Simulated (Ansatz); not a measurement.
# CH2O2: the cost of one run

Program: Ansatz 0.2.0. Level of theory: RKS B3LYP-D4/cc-pVDZ. These are calculated values, not measurements.

### Step 1. Starting point

Bond lengths: O1–C2 1.225 Å, C2–O3 1.335 Å, C2–H4 1.066 Å, O3–H5 0.984 Å. Angles: O1–C2–O3 122.7°, O1–C2–H4 128.4°, O3–C2–H4 108.6°, C2–O3–H5 104.4°.

Coordinates:

```xyz
5

O    -0.3537   -0.4125    1.2159
C    -0.2526   -0.3556   -0.0036
O     0.4489    0.5950   -0.6259
H    -0.5885   -1.0598   -0.7296
H     0.7958    1.1593    0.1017
```

### Step 2. Relaxing the start

input.yaml reads:

```yaml
crystal:
  periodic: [false, false, false]
  atoms:
    - { symbol: O, position_ang: [-0.3537, -0.4125, 1.2159] }
    - { symbol: C, position_ang: [-0.2526, -0.3556, -0.0036] }
    - { symbol: O, position_ang: [0.4489, 0.595, -0.6259] }
    - { symbol: H, position_ang: [-0.5885, -1.0598, -0.7296] }
    - { symbol: H, position_ang: [0.7958, 1.1593, 0.1017] }
basis:
  gaussian: { orbitals: cc-pVDZ }
hamiltonian:
  xc: b3lyp
  dispersion: d4
relax:
  f_tol: 0.02
  max_steps: 40
scf:
  lower_state_search: "off"
```

On the command line:

```bash
ansatz run input.yaml --threads 1 --pin off --max-ram 2048MiB --backend cpu --events-out ev --progress --plain --runs-dir out
```

**Question.** How long does this run take on 1 thread of Arm Neoverse N1, shared host, and how much memory does it need?

About 12 s, with a peak of 0.098 GiB.
